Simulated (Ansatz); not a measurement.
Process, species as SMILES: CCl (CH3-Cl) → [CH3] (CH3) + Cl atom
B3LYP-D3(BJ)/def2-TZVP geometries, fixed; electronic energies without zero-point terms.

Basis-set convergence of the bond dissociation energy at PBE with Ansatz (a first-principles code). Cartesian d functions, on some or all atoms, in 6-31G**; all else is spherical. The program fits the integrals of some runs and decomposes those of others, by size. Open shells are unrestricted. No added dispersion term, no relativity. Functions are those of the species that has most. Reference: the value in pcseg-4, 90.09 kcal/mol, itself unsure by roughly 0.02 kcal/mol (its mean distance from aug-pcseg-3, aug-cc-pV(Q+d)Z, cc-pV(5+d)Z). Deviations are taken from unrounded values.

| basis | functions | bond dissociation energy (kcal/mol) | minus reference (kcal/mol) |
|---|---|---|---|
| 3-21G | 28 | 83.36 | -6.73 |
| 6-31G** | 49 | 90.84 | 0.75 |
| aug-pcseg-1 | 77 | 88.94 | -1.15 |
| aug-cc-pV(D+d)Z | 82 | 90.04 | -0.05 |
| def2-TZVP | 86 | 89.94 | -0.15 |
| def2-TZVPD | 110 | 90.17 | 0.09 |
| cc-pV(T+d)Z | 111 | 90.17 | 0.08 |
| jun-cc-pV(T+d)Z | 129 | 90.02 | -0.07 |
| aug-cc-pV(T+d)Z | 170 | 90.00 | -0.09 |
| cc-pV(Q+d)Z | 209 | 90.18 | 0.09 |
| def2-QZVPP | 217 | 89.94 | -0.14 |
| aug-cc-pV(Q+d)Z | 307 | 90.13 | 0.04 |
| aug-pcseg-3 | 321 | 90.07 | -0.02 |

The smallest set listed that lies within 0.5 kcal/mol of the reference with all its larger relatives (same family, alike in diffuse functions; a set with none counts only in the reference's own line) is aug-cc-pV(D+d)Z (82 functions, -0.05 kcal/mol off). Inside, with no larger relative to test it: aug-pcseg-3. (Relatives not listed, tested too: def2-TZVPP -0.04, def2-TZVPPD 0.18, def2-QZVP -0.14, def2-QZVPPD -0.08, cc-pV(5+d)Z 0.00 kcal/mol.)
